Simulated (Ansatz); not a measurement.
A nudged elastic band was laid between two geometries of H$_{6}$NSi$_{2}$ (9 atoms, charge 0, multiplicity 2).

Computed with Ansatz, UHF/6-31G*.

```json
{
 "movable images": "4",
 "climbing image": "no",
 "spring": "5.0 eV/Å²",
 "optimiser": "quadratic models (default)",
 "start path": "through a guess of the saddle point",
 "force threshold": "0.05 eV/Å",
 "iteration limit": "60",
 "end points": "relaxed"
}
```

First end point:

```xyz
9
Properties=species:S:1:pos:R:3
N -1.649 0.341 -1.212
Si 0.014 0.689 -0.728
Si 0.652 -0.881 0.910
H -2.362 0.822 -0.686
H 0.870 0.563 -1.921
H 0.175 2.060 -0.189
H 2.040 -0.605 1.338
H 0.581 -2.257 0.381
H -0.232 -0.778 2.091
```

Last end point:

```xyz
9
Properties=species:S:1:pos:R:3
N -1.782 0.783 -0.707
Si -0.048 0.491 -0.875
Si 0.639 -0.898 0.900
H -2.033 1.594 -0.163
H 0.177 -0.176 -2.170
H 0.744 1.743 -0.859
H 0.348 -0.251 2.197
H 2.097 -1.131 0.808
H -0.055 -2.201 0.852
```

Which bonds break or form, and what moves?

No bond is made or broken. The dihedral N1–Si2–Si3–H9 goes from -60 to 61°. The two ends are copies of one structure, up to a mirror image or an exchange of like atoms.

Give the energies along the band, and the barrier.

The run converged. The highest image is number 3 of 0 to 5, 5.6 kJ/mol above the ends, which have the same energy within 2 meV. No image climbed, so the highest image needn't sit at the top of the path.

| image | path coordinate (Å) | energy (kJ/mol) | dihedral N1–Si2–Si3–H9 (°) |
| --- | --- | --- | --- |
| 0 | 0.00 | 0.0 | -60 |
| 1 | 0.86 | 1.6 | -35 |
| 2 | 1.71 | 4.8 | -11 |
| 3 | 2.57 | 5.6 | 15 |
| 4 | 3.42 | 1.6 | 36 |
| 5 | 4.27 | 0.0 | 61 |

What is the geometry of the highest image?


```xyz
9
Properties=species:S:1:pos:R:3
N -1.833 0.636 -0.691
Si -0.066 0.528 -0.756
Si 0.701 -0.912 0.949
H -2.216 1.569 -0.733
H 0.262 -0.036 -2.081
H 0.601 1.847 -0.651
H 1.323 -0.136 2.043
H 1.723 -1.828 0.398
H -0.406 -1.713 1.505
```

Run time: 4.4 min on 1 CPU thread of a shared host.
